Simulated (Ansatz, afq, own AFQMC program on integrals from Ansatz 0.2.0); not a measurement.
**NH₃⁺, quartet: AFQMC among the cluster methods**

```xyz
4

N     0.0000    0.0000    0.0000
H     1.0240    0.0138   -0.0001
H    -0.5239    0.8799   -0.0028
H    -0.5001   -0.8937    0.0028
```

Basis 6-31G. Noble-gas cores (and the filled d shells of Ga–Kr and In–Xe) are frozen. Ansatz 0.2.0 and our own AFQMC program on the same integrals; the CISD trial comes from CCSD amplitudes, and released means the phaseless constraint is let go. ± is one standard error of the sampling.

Determinant: UHF, the one that the program's search chose, which needn't be the lowest solution. The geometry is a PBE0/def2-TZVP stationary point of this or a neighbouring charge and spin state.

Full CI on the same integrals is exact in this basis and with this determinant's frozen core.

Cautions: another spin lies lower (by 14.87 eV); strong correlation (T1 0.057, weight of the determinant 0.89, largest double 0.15); the ph-AFQMC/CISD walk drifts between its halves (2.5 errors).

The T1 diagnostic is 0.0571 and the weight of the determinant in the CISD state is 0.891. The ⟨S²⟩ of the determinant is 3.757 and the size of the correlated space is 7 electrons in 14 orbitals.

Reference: full CI, correlation energy -2.395 eV. The released energy is read at 2.40 1/Eh (meV from the phaseless value at times in 1/Eh: -7 ± 6 at 0.24, -6 ± 5 at 0.51, -8 ± 6 at 0.99, -12 ± 5 at 1.62, -11 ± 7 at 2.40).

| level | E − E(reference) (kJ/mol) | share of correlation (%) |
| --- | --- | --- |
| HF | 231.1 | 0.00 |
| MP2 | 61.0 | 73.62 |
| CCSD | 9.1 | 96.08 |
| CCSD(T) | 4.1 | 98.25 |
| ph-AFQMC/HF | 3.2 ± 2.2 | 98.60 |
| ph-AFQMC/CISD | 2.5 ± 0.5 | 98.93 |
| released AFQMC | 1.4 ± 0.7 | 99.40 |

A walk keeps the symmetry of its determinant, which the program's search chose and which needn't be the lowest solution, so a lower state of the same spin and another symmetry isn't excluded. Released energies are given only where the last usable release times agree within the noise; a slower fall can still hide under it.
